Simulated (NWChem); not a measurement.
System: chloromethane (CH3Cl); SMILES CCl

All runs: NWChem. Pople sets run with spherical d functions. Structure relaxed at the PBE0/def2-SVP level. Level SCAN/6-31G*: energy and gradient on several grids; changes count from the extra-fine grid, which is no exact limit either.

```tsv
grid	size of the energy change (μHa)	largest change of a gradient component (μHa/bohr)
xcoarse	200	4000
coarse	100	500
medium	1000	500
fine	200	200
xfine	< 10	< 30
```
